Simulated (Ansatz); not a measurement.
**BNH₃− (SMILES B[NH-]): functionals against CCSD(T) at one geometry**

An exercise on one series of results from a longer session: the logs are not shown, and one member is left open.

The runs use Ansatz 0.2.0, Gaussian basis; single points in def2-TZVPPD.

Correlated methods freeze the cores.

### Starting geometry

SMILES `B[NH-]`, 5 atoms, charge -1, spin multiplicity 1.

Atoms are counted from 1 here; the program's logs count them from 0.

Bond lengths: B1–N2 1.276 Å, B1–H3 1.021 Å, B1–H4 1.264 Å, N2–H5 1.130 Å. Angles: N2–B1–H3 128.9°, N2–B1–H4 111.1°, H3–B1–H4 119.5°, B1–N2–H5 108.6°.

Coordinates:

```
B    -0.2905   -0.2999   -0.0866
N     0.5707    0.6039   -0.3497
H    -0.4917   -0.7529    0.8061
H    -1.0524   -0.5040   -1.0745
H     1.1503    0.8341    0.5926
```

The first run:

run/in.yaml

```yaml
crystal:
  periodic: [false, false, false]
  atoms:
    - {symbol: B, position_ang: [-0.290500, -0.299900, -0.086600]}
    - {symbol: N, position_ang: [0.570700, 0.603900, -0.349700]}
    - {symbol: H, position_ang: [-0.491700, -0.752900, 0.806100]}
    - {symbol: H, position_ang: [-1.052400, -0.504000, -1.074500]}
    - {symbol: H, position_ang: [1.150300, 0.834100, 0.592600]}
basis:
  gaussian: {orbitals: "def2-TZVPPD.json"}
total_charge: -1
correlation: {method: ccsd_t}
output: {forces: true}
```

The basis file named in the input lies beside it (Basis Set Exchange, JSON).

The command line of these runs was not kept.

Among the steps run: CCSD(T)/def2-TZVPPD; PBE0-D4/def2-TZVPPD; wB97M-V/def2-TZVPPD; r2SCAN-D4/def2-TZVPPD; PBE-D4/def2-TZVPPD; r2SCANh-D4/def2-TZVPPD; wB97X-V/def2-TZVPPD.

One of the session's tables, all rows but one given; the rest of the session is left out.

| method | RMS force component (eV/Å) | angle to CCSD(T) forces (°) |
| --- | --- | --- |
| CCSD(T) | 3.373 | reference |
| PBE0-D4 | 3.243 | 4.7 |
| wB97M-V | 3.228 | 4.0 |
| r2SCAN-D4 | 3.207 | 3.7 |
| PBE-D4 | ? | ? |
| r2SCANh-D4 | 3.214 | 4.5 |
| wB97X-V | 3.321 | 3.8 |

**Question.** Estimate the row for PBE-D4.

**Answer.** RMS force component (eV/Å): 3.230; angle to CCSD(T) forces (°): 3.1. In the column «RMS force component (eV/Å)» it lies between wB97M-V (3.228) and PBE0-D4 (3.243).
